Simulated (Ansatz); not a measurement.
# AlH5OSi: rigid scan of one bond length, by script

How does the energy of AlH5OSi change as one bond is stretched? A script is to give a rigid scan of one bond length; the system is AlH5OSi. SMILES: [OH][AlH][SiH3].

All numbers are computed with the Python package of Ansatz 0.2.0. Level of theory: Hartree-Fock/def2-SVP.

## 1. The structure

Bond lengths: O1–Al2 1.786 Å, Al2–Si3 2.336 Å, O1–H4 0.983 Å, Al2–H5 1.600 Å, Si3–H6 1.499 Å, Si3–H7 1.504 Å, Si3–H8 1.416 Å. Angles: O1–Al2–Si3 118.0°, O1–Al2–H5 121.5°, Si3–Al2–H5 120.5°, Al2–O1–H4 103.3°, Al2–Si3–H6 109.2°, Al2–Si3–H7 110.3°, Al2–Si3–H8 111.9°, H6–Si3–H7 106.6°, H6–Si3–H8 109.4°, H7–Si3–H8 109.3°.

The script holds or builds the structure itself.

## 2. The code

alh5osi_scan.py reads:

```python
# -*- coding: utf-8 -*-
"""Stretching a bond of AlH5OSi, the rest held rigid."""

import warnings

import ansatz as az
import matplotlib.pyplot as plt
import numpy as np

GEOMETRY = """
O    -2.07320    0.70980   -0.69920
Al   -0.33420    0.93290   -0.36000
Si    0.81310   -0.81710    0.67930
H    -2.08200    0.36020   -1.61740
H     0.43540    2.26930   -0.78800
H     1.41580   -0.31970    1.95830
H     1.95520   -1.27790   -0.18460
H    -0.03790   -1.91470    0.95580
"""

warnings.simplefilter("ignore", az.DeckWarning)

mol = az.Crystal.molecule()
for line in GEOMETRY.strip().splitlines():
    symbol, *xyz = line.split()
    mol = mol.atom(symbol, [float(v) for v in xyz])

symbols = [site.symbol for site in mol.cartesian_sites]
start = np.array([site.position_ang for site in mol.cartesian_sites])
axis = (start[3] - start[0]) / np.linalg.norm(start[3] - start[0])
moving = [3]
lengths, energies = [0.865, 0.904, 0.943, 0.983, 1.022, 1.061, 1.1, 1.159], []
for length in lengths:
    xyz = start.copy()
    xyz[moving] += (length - np.linalg.norm(start[3] - start[0])) * axis
    point = az.Crystal.molecule()
    for symbol, xyz in zip(symbols, xyz):
        point = point.atom(symbol, xyz.tolist())
    calc = point.calculation()
    calc = calc.basis(gaussian="def2-SVP")
    calc = calc.functional("HF")
    data = calc.run(threads=1).report
    energies.append(data["free_energy_ev"])
    print(f"r = {length:6.3f} A  E = {energies[-1]:.5f} eV  <S^2> = {abs(data['mean_field']['state']['spin_squared']):.3f}")

# quartic fit about the minimum
fit = np.polynomial.Polynomial.fit(lengths, np.array(energies) - min(energies), 4).convert()
roots = [r.real for r in fit.deriv().roots() if abs(r.imag) < 1e-9 and fit.deriv(2)(r.real) > 0]
r_e = min(roots, key=lambda r: abs(r - lengths[int(np.argmin(energies))]))
print(f"minimum of the fit at {r_e:.4f} A, force constant {fit.deriv(2)(r_e):.2f} eV/A^2")
plt.figure(figsize=(4.5, 3))
plt.plot(lengths, np.array(energies) - min(energies), "o-")
plt.xlabel("bond length (A)")
plt.ylabel("E - E(min) (eV)")
plt.tight_layout()
plt.savefig("scan.png", dpi=100)
```

## 3. The input behind the calls

The engine receives this input (first run):

```yaml
crystal:
  periodic: [false, false, false]
  atoms:
    - { symbol: O, position_ang: [-2.0732, 0.7098, -0.6992] }
    - { symbol: Al, position_ang: [-0.3342, 0.9329, -0.36] }
    - { symbol: Si, position_ang: [0.8131, -0.8171, 0.6793] }
    - { symbol: H, position_ang: [-2.080947251283311, 0.4020228353811759, -1.5075552418564195] }
    - { symbol: H, position_ang: [0.4354, 2.2693, -0.788] }
    - { symbol: H, position_ang: [1.4158, -0.3197, 1.9583] }
    - { symbol: H, position_ang: [1.9552, -1.2779, -0.1846] }
    - { symbol: H, position_ang: [-0.0379, -1.9147, 0.9558] }
basis:
  gaussian:
    orbitals: def2-SVP
hamiltonian:
  xc: hf
```

## 4. The run

On the command line:

```bash
$ python alh5osi_scan.py
```

**Question.** What results will this script give? Wanted: range of energy; lowest point, distance.

As calculated:

| quantity | value |
| --- | --- |
| bond length at the fit's minimum | 0.9502 Å |
| runs compared | 8 |
| range of energy | 0.823 eV |
| lowest point, distance (Å) | 0.94 |

The lowest point, at 0.94, lies inside the range. The ends stand 0.259 and 0.823 eV above it. The distance scanned is the script's pair 0, 3. Notes:
- The rest of the molecule is held rigid at a force-field or estimated start geometry, and the basis set is modest; single-reference methods fail as a bond breaks.
- The orbitals are restricted, so S² is zero by construction.
